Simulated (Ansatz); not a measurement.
## Which is lower?

Two relaxed structures of H₂S₂O, closed shell (PBE0-D4/def2-TZVP; forces vanish, vibrations not checked).

A:

| atom | x (Å) | y (Å) | z (Å) |
| --- | --- | --- | --- |
| S1 | -0.3452 | 0.8873 | 0.3150 |
| O2 | -0.9166 | 0.1885 | -1.0677 |
| S3 | 1.0206 | -0.3882 | 1.0723 |
| H4 | -1.6108 | -0.4355 | -0.8254 |
| H5 | 2.1070 | -0.0093 | 0.3658 |

B:

```tsv
atom	x (Å)	y (Å)	z (Å)
S1	-1.0544	0.3606	-1.1363
O2	0.0502	0.8562	0.0798
S3	0.7248	-0.4429	1.1969
H4	-1.5332	-0.6623	-0.3945
H5	-0.4046	1.4591	0.6838
```

Program: Ansatz 0.2.0. Basis: def2-TZVPP. Cores are frozen in the correlated methods. B3LYP uses VWN-RPA correlation.

Task: Which structure is lower at CCSD(T), and by how much? (An estimate is asked for; the value comes from the calculation.)

Result: By the calculation: A, by 2.958 eV (electronic energy, against the other). By their contacts, A is H₂S₂O ([OH][S][SH]) and B is H₂S₂O ([S][OH][SH]).

All methods give the same order:

```json
{"method": "PBE-D4", "E(B) − E(A) (eV)": "3.226"}
{"method": "r2SCAN-D4", "E(B) − E(A) (eV)": "3.315"}
{"method": "PBE0-D4", "E(B) − E(A) (eV)": "3.233"}
{"method": "B3LYP-D4", "E(B) − E(A) (eV)": "3.046"}
{"method": "wB97M-V", "E(B) − E(A) (eV)": "3.004"}
{"method": "HF", "E(B) − E(A) (eV)": "2.831"}
{"method": "MP2", "E(B) − E(A) (eV)": "3.137"}
{"method": "CCSD", "E(B) − E(A) (eV)": "2.923"}
{"method": "CCSD(T)", "E(B) − E(A) (eV)": "2.958"}
```

The T1 diagnostic stays at or below 0.015. The restricted Hartree–Fock reference is unstable towards an unrestricted one at one or more of these structures.

Labels in which every atom is bracketed show which atoms are joined, not bond orders.

For scale, one of the runs: CCSD(T)/def2-TZVPP, 143 basis functions, launched by `ansatz run in.yaml --threads 2 --pin off --events-out ev --progress --plain --max-ram 4352MiB`. Time: 14 s of wall clock on 2 CPU threads of an Intel Xeon Platinum 8259CL; the host was shared. Peak host memory: 0.81 GiB.
